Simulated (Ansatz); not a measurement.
The same path of CH5NSi (8 atoms, charge 0, multiplicity 1) was run 3 times with different band settings. Lost on the way: Si3–H7. Made: N1–Si3, C2–H7.

Method: Ansatz 0.2.0, RKS PBE-D4/def2-SVP.

Relaxed end points:

```xyz
8
Properties=species:S:1:pos:R:3
N -1.547 0.183 -0.693
C -0.280 0.392 -0.654
Si 0.711 -0.422 0.765
H -1.977 0.677 -1.501
H 0.264 1.026 -1.403
H 0.219 0.098 2.087
H 2.174 -0.097 0.621
H 0.528 -1.913 0.722
```

```xyz
8
Properties=species:S:1:pos:R:3
N -0.882 0.575 -0.160
C 0.555 0.547 -0.555
Si -0.002 -0.632 0.776
H -1.558 0.338 -0.894
H 0.828 0.106 -1.536
H 0.108 -0.384 2.245
H 1.116 1.477 -0.339
H -0.073 -2.083 0.408
```

Common settings: climbing image yes; optimiser quadratic models (default); start path through a guess of the saddle point; force threshold 0.05 eV/Å; iteration limit 60; end points relaxed.

| run | movable images | spring |
| --- | --- | --- |
| 1 | 7 | 5.0 eV/Å² |
| 2 | 2 | 5.0 eV/Å² |
| 3 | 7 | 50.0 eV/Å² |

Q: What does each run give, and how far can it be trusted?

A: Run 1: converged after 22 iterations, highest image 2.952 eV above the first end. A structure lower than the first end lies on the path between it and the top, so the climb from that side starts below the end, which may itself be a saddle point or a shallow side well. Neighbouring images differ by up to 1.8 eV, so the band resolves the path poorly. A vibrational analysis at the climbing image gives one clearly imaginary mode, 857i cm⁻¹: a first-order saddle point.
Run 2: converged after 29 iterations, highest image 2.542 eV above the first end. Neighbouring images differ by up to 2.5 eV, so the band resolves the path poorly. The order of the stationary point at the top wasn't checked. So few images can step over the top or miss a turn of the path.
Run 3: converged after 22 iterations, highest image 2.542 eV above the first end. The profile has 2 maxima (images 4, 7) with wells between them (image 6): this band takes more than one step, which may be the mechanism or a detour left from its start path. Neighbouring images differ by up to 1.6 eV, so the band resolves the path poorly. The order of the stationary point at the top wasn't checked.
The orbitals stay closed-shell, which can raise the energy where a bond breaks towards radicals; this wasn't checked here.
